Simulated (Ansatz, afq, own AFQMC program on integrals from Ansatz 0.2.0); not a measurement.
# Atomization energy of Si₃Ge₂H₁₀, singlet, worked out

```xyz
15

Si   -1.6493    0.9770    0.5426
Si   -0.6389   -0.7949    1.7114
Ge    1.6133   -0.7748    0.8911
Si    1.4337   -0.1204   -1.4145
Ge   -0.8035    0.7159   -1.6852
H    -3.1438    0.9620    0.6012
H    -1.1544    2.2753    1.1027
H    -1.2929   -2.0809    1.3085
H    -0.7165   -0.6565    3.1987
H     2.4251    0.2873    1.6617
H     2.3175   -2.1349    1.0603
H     1.6678   -1.2912   -2.3162
H     2.4388    0.9390   -1.7400
H    -1.6539   -0.3324   -2.4327
H    -0.8429    2.0295   -2.4898
```

Basis def2-SVP. Noble-gas cores (and the filled d shells of Ga–Kr and In–Xe) are frozen. Integrals, coupled cluster, full CI and functionals: Ansatz 0.2.0; the random walks run on the same integrals in our own AFQMC program. ph-AFQMC/CISD is guided by a CISD state made of CCSD amplitudes; releasing the constraint for a short imaginary time cuts its bias at the price of noise, slowly where states lie close. ± is one standard error of the sampling. No spin–orbit coupling.

Total energies in eV. CBS is CCSD(T) at the limit of def2-TZVPP/QZVPP (MP2 extrapolated, CCSD(T) minus MP2 added); the highest rung of each member is named.

Cautions: inner d shell frozen; no relativity below Rb; no spin-orbit coupling; Si₃Ge₂H₁₀ (singlet): the released value is read at 0.90 1/Eh with a noise of 13 meV, more than in the cases checked (meV from the phaseless value at times in 1/Eh: -11 ± 10 at 0.21, -11 ± 12 at 0.42, -13 ± 14 at 0.63, -23 ± 13 at 0.90).

```json
{"member": "Si (triplet)", "count": "+3", "CCSD(T)/def2-SVP": "-7859.0718", "highest rung in def2-SVP": "-7859.0829", "which": "FCI", "CCSD(T)/CBS": "-7862.5673"}
{"member": "Ge (triplet)", "count": "+2", "CCSD(T)/def2-SVP": "-56466.7777", "highest rung in def2-SVP": "-56466.7864", "which": "FCI", "CCSD(T)/CBS": "-56475.6421"}
{"member": "H (doublet)", "count": "+10", "CCSD(T)/def2-SVP": "-13.5861", "highest rung in def2-SVP": "-13.5861", "which": "FCI", "CCSD(T)/CBS": "-13.6059"}
{"member": "Si₃Ge₂H₁₀, singlet", "count": "-1", "CCSD(T)/def2-SVP": "-136687.3742", "highest rung in def2-SVP": "-136687.4837 ± 0.0129", "which": "released AFQMC", "CCSD(T)/CBS": "-136718.9520"}
```

Work out the best estimate of the atomization energy: the CCSD(T)/CBS difference plus the step from CCSD(T) to the highest rung.

Sums with the counts: CCSD(T)/CBS 43.9069 eV, highest rung 40.8012 eV, CCSD(T)/def2-SVP 40.7424 eV. The step is 40.8012 − 40.7424 = 0.0588 eV, so the best estimate is 43.9069 + (0.0588) = 43.9657 eV, with sampling noise 0.013 eV. The basis set is worth 3.164 eV of it. Zero-point, core-correlation and spin–orbit terms aren't in it. Past Ne the Hartree–Fock part of each CBS total tends to overshoot, since the cores don't follow the formula; that largely cancels in the difference.

Best estimates are given only where the step beyond CCSD(T) is under 0.3 eV and no member's determinant is very poor (T1 over 0.05, or 0.07 for open shells, ⟨S²⟩ too high by 0.3, two states mixed), so the hardest cases are missing from such tables.

Each member of a difference takes its own highest rung, so a best estimate needn't equal the limit plus the step of one row. Released energies are given only where the last usable release times agree within the noise; a slower fall can still hide under it.
